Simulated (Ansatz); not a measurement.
Geometry optimisation, RKS PBE-D4/def2-SVP (Ansatz 0.2.0).

Input file:

```yaml
crystal:
  periodic: [false, false, false]
  atoms:
    - { symbol: Si, position_ang: [-0.149765, 0.145071, 0.035157] }
    - { symbol: O, position_ang: [-0.129158, 0.154576, 1.724977] }
    - { symbol: H, position_ang: [-1.00484, 0.053137, 2.143706] }
    - { symbol: H, position_ang: [1.276906, 0.265535, -0.393299] }
    - { symbol: H, position_ang: [-0.923665, 1.342966, -0.463815] }
    - { symbol: H, position_ang: [-0.802141, -1.086123, -0.52991] }
    - { symbol: Cl, position_ang: [1.571372, -2.516883, 1.083631] }
    - { symbol: H, position_ang: [1.195391, -1.588879, 1.974353] }
basis:
  gaussian: { orbitals: def2-SVP }
hamiltonian:
  xc: pbe
  dispersion: d4
relax:
  f_tol: 0.03
  max_steps: 50
output:
  orbitals: {}
```

Command:

```bash
$ ansatz run input.yaml --threads 1 --pin off --max-ram 2048MiB --backend cpu --events-out ev --progress --plain --runs-dir out
```

Question: Where does it end, and by what steps?

Answer: The run converged. After 8 steps the energy has fallen by 0.141 eV; Cl7 moved furthest, 0.55 Å.

```csv
step,energy less start (eV),largest force component (eV/Å),accepted
0,0.0000,0.732,yes
1,-0.0440,1.078,yes
2,-0.0856,1.079,yes
3,-0.1347,0.087,yes
4,-0.1387,0.072,yes
5,-0.1403,0.052,yes
6,-0.1408,0.060,yes
7,-0.1409,0.069,yes
8,-0.1412,0.010,yes
```

```xyz
8
Properties=species:S:1:pos:R:3
Si -0.180 0.197 -0.051
O -0.009 -0.050 1.630
H -0.841 -0.139 2.129
H 1.216 0.332 -0.565
H -0.961 1.459 -0.297
H -0.893 -0.952 -0.707
Cl 1.688 -2.600 1.613
H 1.014 -1.479 1.822
```

Time of the run: 32 s on 1 thread of Arm Neoverse N1, on a shared host, peak memory 0.13 GiB.
